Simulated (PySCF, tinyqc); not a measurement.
Inside a calculation. Method: LCCD on RHF in the sto-3g basis, frozen core, for LiH, spin multiplicity 1. The lowest restricted solution is unstable here: a spin-polarised one lies 0.0243 hartree lower (PySCF). Computed by tinyqc, a small Python program that keeps every step (integrals from PySCF). Settings: charge = 0, multiplicity = 1, basis = sto-3g, method = RHF, frozen orbitals = 1, energy threshold = 1e-10, iteration cap = 88, orthogonalisation = symmetric, start = core, DIIS depth = 6, amplitude equations = LCCD, DIIS depth for amplitudes = 0, cap on updates = 82. Command: `OMP_NUM_THREADS=1 python tinyqc.py 23826 23827 out.jsonl` (the two numbers bound the seeds that draw the settings). One thread of a shared host (Intel(R) Xeon(R) Processor @ 2.60GHz), about 0.1 s of CPU time with the checks. The early iterations of the SCF are left out here.

## One-electron integrals

Geometry (angstrom):
```
atom         x         y         z
Li    0.000000  0.000000  0.000000
H     0.000000  0.000000  2.462000
```

Basis sto-3g: exponents (1/bohr^2) and contraction coefficients of normalised primitives:
```
element  l (shell)   exponent  coefficient
Li           s (1)  16.119575     0.154329
Li           s (1)   2.936201     0.535328
Li           s (1)   0.794651     0.444635
Li           s (2)   0.636290    -0.099967
Li           s (2)   0.147860     0.399513
Li           s (2)   0.048089     0.700115
Li           p (3)   0.636290     0.155916
Li           p (3)   0.147860     0.607684
Li           p (3)   0.048089     0.391957
H            s (1)   3.425251     0.154329
H            s (1)   0.623914     0.535328
H            s (1)   0.168855     0.444635
```

Overlap, kinetic and nuclear-attraction integrals over the contracted functions; the nuclear repulsion is the sum of Za Zb / Rab.

nuclear repulsion = 0.64481382 hartree

overlap S, lower triangle:
```
           1Li 1s    1Li 2s   1Li 2px   1Li 2py   1Li 2pz     2H 1s
1Li 1s   1.000000
1Li 2s   0.241137  1.000000
1Li 2px  0.000000  0.000000  1.000000
1Li 2py  0.000000  0.000000  0.000000  1.000000
1Li 2pz  0.000000  0.000000  0.000000  0.000000  1.000000
2H 1s    0.009019  0.204202  0.000000  0.000000  0.305305  1.000000
```

kinetic energy T (hartree), lower triangle:
```
            1Li 1s    1Li 2s   1Li 2px   1Li 2py   1Li 2pz     2H 1s
1Li 1s    3.576786
1Li 2s   -0.020237  0.102163
1Li 2px   0.000000  0.000000  0.319682
1Li 2py   0.000000  0.000000  0.000000  0.319682
1Li 2pz   0.000000  0.000000  0.000000  0.000000  0.319682
2H 1s    -0.004811  0.004709  0.000000  0.000000  0.028798  0.760032
```

nuclear attraction V (hartree), lower triangle:
```
            1Li 1s     1Li 2s    1Li 2px    1Li 2py    1Li 2pz      2H 1s
1Li 1s   -8.197819
1Li 2s   -1.016173  -1.417153
1Li 2px   0.000000   0.000000  -1.389496
1Li 2py   0.000000   0.000000   0.000000  -1.389496
1Li 2pz  -0.006802  -0.074794   0.000000   0.000000  -1.443241
2H 1s    -0.035133  -0.298514   0.000000   0.000000  -0.450463  -1.871411
```

core Hamiltonian H = T + V (hartree), lower triangle:
```
            1Li 1s     1Li 2s    1Li 2px    1Li 2py    1Li 2pz      2H 1s
1Li 1s   -4.621033
1Li 2s   -1.036410  -1.314990
1Li 2px   0.000000   0.000000  -1.069815
1Li 2py   0.000000   0.000000   0.000000  -1.069815
1Li 2pz  -0.006802  -0.074794   0.000000   0.000000  -1.123559
2H 1s    -0.039943  -0.293805   0.000000   0.000000  -0.421665  -1.111379
```

## Two-electron integrals

Functions are numbered as in S; the eight-fold symmetry (ij|kl) = (ji|kl) = (kl|ij) leaves the list below.

Two-electron integrals (ij|kl) in chemists' order, unique and non-zero (hartree):
```
(11|11) 1.680395   (21|11) 0.265420   (21|21) 0.049941   (22|11) 0.397727
(22|21) 0.092860   (22|22) 0.290562   (31|31) 0.008981   (32|31) 0.013788
(32|32) 0.064184   (33|11) 0.396640   (33|21) 0.092880   (33|22) 0.290497
(33|33) 0.312946   (41|41) 0.008981   (42|41) 0.013788   (42|42) 0.064184
(43|43) 0.016869   (44|11) 0.396640   (44|21) 0.092880   (44|22) 0.290497
(44|33) 0.279207   (44|44) 0.312946   (51|51) 0.008981   (52|51) 0.013788
(52|52) 0.064184   (53|53) 0.016869   (54|54) 0.016869   (55|11) 0.396640
(55|21) 0.092880   (55|22) 0.290497   (55|33) 0.279207   (55|44) 0.279207
(55|55) 0.312946   (61|11) 0.009181   (61|21) 0.001763   (61|22) 0.003429
(61|33) 0.003381   (61|44) 0.003381   (61|51) 0.000255   (61|52) 0.000505
(61|55) 0.003528   (61|61) 0.000071   (62|11) 0.055473   (62|21) 0.013270
(62|22) 0.048884   (62|33) 0.045948   (62|44) 0.045948   (62|51) 0.001951
(62|52) 0.015556   (62|55) 0.054709   (62|61) 0.000588   (62|62) 0.018566
(63|31) 0.000629   (63|32) 0.003792   (63|53) 0.001884   (63|63) 0.000806
(64|41) 0.000629   (64|42) 0.003792   (64|54) 0.001884   (64|64) 0.000806
(65|11) 0.079673   (65|21) 0.019134   (65|22) 0.071815   (65|33) 0.066964
(65|44) 0.066964   (65|51) 0.002997   (65|52) 0.024151   (65|55) 0.081445
(65|61) 0.000860   (65|62) 0.028832   (65|65) 0.044929   (66|11) 0.214926
(66|21) 0.051819   (66|22) 0.208148   (66|33) 0.192059   (66|44) 0.192059
(66|51) 0.006788   (66|52) 0.071298   (66|55) 0.240097   (66|61) 0.002279
(66|62) 0.107136   (66|65) 0.169585   (66|66) 0.774606
```

## Orthogonalisation

S = U s U^T; symmetric (Loewdin) form X = U s^(-1/2) U^T, so that X^T S X = 1.

eigenvalues of S: 0.604792  0.811782  1.000000  1.000000  1.181108  1.402318

X, lower triangle:
```
            1Li 1s     1Li 2s   1Li 2px   1Li 2py    1Li 2pz     2H 1s
1Li 1s    1.023297
1Li 2s   -0.128169   1.041436
1Li 2px   0.000000   0.000000  1.000000
1Li 2py   0.000000   0.000000  0.000000  1.000000
1Li 2pz  -0.004325   0.026929  0.000000  0.000000   1.038871
2H 1s     0.016329  -0.115265  0.000000  0.000000  -0.167227  1.056755
```

## Iteration 8 (converged): orbitals

converged F (hartree), lower triangle:
```
            1Li 1s     1Li 2s   1Li 2px   1Li 2py    1Li 2pz      2H 1s
1Li 1s   -2.372926
1Li 2s   -0.644323  -0.204529
1Li 2px   0.000000   0.000000  0.156890
1Li 2py   0.000000   0.000000  0.000000  0.156890
1Li 2pz   0.013134  -0.046744  0.000000  0.000000   0.080117
2H 1s    -0.024864  -0.167881  0.000000  0.000000  -0.167860  -0.061469
```

Diagonalise F' = X^T F X, C = X C', fill 2 alpha and 2 beta electrons from the bottom; D = 2 C_occ C_occ^T. Each column has its largest component positive (the first on a tie).

F' = X^T F X (hartree), lower triangle:
```
           1          2         3         4          5         6
1  -2.319412
2  -0.360377  -0.051661
3   0.000000   0.000000  0.156890
4   0.000000   0.000000  0.000000  0.156890
5   0.010710  -0.003157  0.000000  0.000000   0.141771
6   0.027783  -0.166846  0.000000  0.000000  -0.193626  0.030165
```

orbital energies (hartree): MO1 -2.375347, MO2 -0.212117, MO3 0.065948, MO4 0.156890, MO5 0.156890, MO6 0.322379

coefficients C:
```
               MO1        MO2        MO3       MO4        MO5        MO6
1Li 1s    0.991580  -0.149085  -0.217116  0.000000   0.000000   0.106079
1Li 2s    0.032881   0.525793   0.800628  0.000000   0.000000  -0.443264
1Li 2px   0.000000   0.000000   0.000000  0.962670  -0.270679   0.000000
1Li 2py   0.000000   0.000000   0.000000  0.270679   0.962670   0.000000
1Li 2pz  -0.004220   0.311347  -0.568660  0.000000   0.000000  -0.829236
2H 1s    -0.002016   0.625127  -0.257101  0.000000   0.000000   0.837472
```

D after iteration 8, lower triangle:
```
            1Li 1s    1Li 2s   1Li 2px   1Li 2py   1Li 2pz     2H 1s
1Li 1s    2.010914
1Li 2s   -0.091567  0.555078
1Li 2px   0.000000  0.000000  0.000000
1Li 2py   0.000000  0.000000  0.000000  0.000000
1Li 2pz  -0.101204  0.327130  0.000000  0.000000  0.193909
2H 1s    -0.190392  0.657242  0.000000  0.000000  0.389280  0.781575
```

Within a degenerate level the vectors are fixed only up to a rotation; this is one choice.

## Convergence

Stop when the energy changes by less than 1e-10 hartree and every element of the error matrix X^T (F D S - S D F) X is below 3e-06.

Course of the cycle:
```
iteration  E (hartree)     change  largest element of the error matrix
1          -7.67964343          -                             2.08e-01
2          -7.77343939  -9.38e-02                             2.90e-02
3          -7.77519226  -1.75e-03                             7.73e-03
4          -7.77552400  -3.32e-04                             3.76e-03
5          -7.77562834  -1.04e-04                             1.42e-04
6          -7.77562839  -4.79e-08                             4.03e-05
7          -7.77562840  -6.16e-09                             1.81e-06
8          -7.77562840  -1.25e-11                             8.97e-10
```

PySCF RHF in the same basis = -7.77562840 hartree

Converged in 8 iterations.

## Integrals over molecular orbitals

(pq|rs) = sum C_ip C_jq C_kr C_ls (ij|kl), one index at a time.

one-electron integrals over orbitals h = C^T H C (hartree), lower triangle:
```
           1          2          3          4          5          6
1  -4.612301
2   0.096175  -1.220677
3   0.159231   0.000241  -1.077602
4   0.000000   0.000000   0.000000  -1.069815
5   0.000000   0.000000   0.000000   0.000000  -1.069815
6  -0.050269   0.066387   0.013593   0.000000   0.000000  -1.022069
```

Two-electron integrals over orbitals (pq|rs), unique and non-zero (hartree); the lowest 1 orbital is frozen and left out:
```
(22|22) 0.431153    (32|22) -0.068535   (32|32) 0.030882    (33|22) 0.212678
(33|32) 0.017790    (33|33) 0.319092    (42|42) 0.020842    (43|42) 0.021478
(43|43) 0.041340    (44|22) 0.232325    (44|32) 0.020427    (44|33) 0.276643
(44|44) 0.312946    (52|52) 0.020842    (53|52) 0.021478    (53|53) 0.041340
(54|54) 0.016869    (55|22) 0.232325    (55|32) 0.020427    (55|33) 0.276643
(55|44) 0.279207    (55|55) 0.312946    (62|22) 0.102317    (62|32) -0.053961
(62|33) -0.015279   (62|44) -0.044146   (62|55) -0.044146   (62|62) 0.132218
(63|22) -0.065552   (63|32) 0.026065    (63|33) 0.037224    (63|44) 0.012629
(63|55) 0.012629    (63|62) -0.045371   (63|63) 0.038423    (64|42) -0.017257
(64|43) -0.010358   (64|64) 0.018260    (65|52) -0.017257   (65|53) -0.010358
(65|65) 0.018260    (66|22) 0.398469    (66|32) -0.051498   (66|33) 0.240482
(66|44) 0.252980    (66|55) 0.252980    (66|62) 0.076957    (66|63) -0.047451
(66|66) 0.389823
```

## LCCD: starting amplitudes

t_ij^ab = <ij||ab> / (e_i + e_j - e_a - e_b), whose energy is MP2.

Starting amplitudes (spin orbitals 1a, 1b, ...; amplitudes related by a flip of all spins are not repeated):
```
from      to          t
2a 2b  6a 6b  -0.123684
2a 2b  3a 6b   0.066409
2a 2b  3a 3b  -0.055531
2a 2b  4a 4b  -0.028240
2a 2b  5a 5b  -0.028240
```

correlation energy = -0.02641235 hartree

## LCCD: amplitude update 1

t_ij^ab D_ij^ab are set to the remaining terms of the spin-orbital equations, evaluated with the old amplitudes; for the doubles these are <ij||ab> + 1/2 <ab||ef> t_ij^ef + 1/2 <mn||ij> t_mn^ab + P(ij)P(ab) <mb||ej> t_im^ae, D the orbital-energy denominators (linear CCD).

Amplitudes after update 1 (spin orbitals 1a, 1b, ...; amplitudes related by a flip of all spins are not repeated):
```
from      to          t
2a 2b  6a 6b  -0.183243
2a 2b  3a 6b   0.106558
2a 2b  3a 3b  -0.073965
2a 2b  5a 5b  -0.025052
2a 2b  4a 4b  -0.025052
```

correlation energy = -0.03905652 hartree

## LCCD: amplitude update 2

As before.

Amplitudes after update 2 (spin orbitals 1a, 1b, ...; amplitudes related by a flip of all spins are not repeated):
```
from      to          t
2a 2b  6a 6b  -0.213249
2a 2b  3a 6b   0.128662
2a 2b  3a 3b  -0.088121
2a 2b  4a 4b  -0.020871
2a 2b  5a 5b  -0.020871
```

correlation energy = -0.04567221 hartree

## LCCD: convergence

E_corr = 1/4 sum <ij||ab> t_ij^ab; stop when the norm of the change is below 1e-8.

Course of the amplitude iterations:
```
update  correlation energy (hartree)  norm of the change
0                        -0.02641235                   -
1                        -0.03905652            1.69e-01
2                        -0.04567221            9.19e-02
3                        -0.04918965            5.07e-02
4                        -0.05108334            2.82e-02
5                        -0.05211036            1.58e-02
6                        -0.05267058            8.85e-03
7                        -0.05297767            4.98e-03
8                        -0.05314673            2.81e-03
9                        -0.05324015            1.59e-03
10                       -0.05329195            9.00e-04
11                       -0.05332076            5.10e-04
12                       -0.05333683            2.89e-04
13                       -0.05334580            1.64e-04
...                              ...                 ...
18                       -0.05335663            9.59e-06
19                       -0.05335691            5.43e-06
20                       -0.05335707            3.08e-06
21                       -0.05335716            1.75e-06
22                       -0.05335721            9.89e-07
23                       -0.05335724            5.61e-07
24                       -0.05335726            3.18e-07
25                       -0.05335727            1.80e-07
26                       -0.05335727            1.02e-07
27                       -0.05335727            5.78e-08
28                       -0.05335728            3.28e-08
29                       -0.05335728            1.86e-08
30                       -0.05335728            1.05e-08
31                       -0.05335728            5.96e-09
```

Converged amplitudes (spin orbitals 1a, 1b, ...; amplitudes related by a flip of all spins are not repeated):
```
from      to          t
2a 2b  6a 6b  -0.244258
2a 2b  3a 6b   0.158449
2a 2b  3a 3b  -0.109348
2a 2b  4a 4b  -0.014032
2a 2b  5a 5b  -0.014032
```

LCCD total energy = -7.82898568 hartree

Converged in 31 updates.
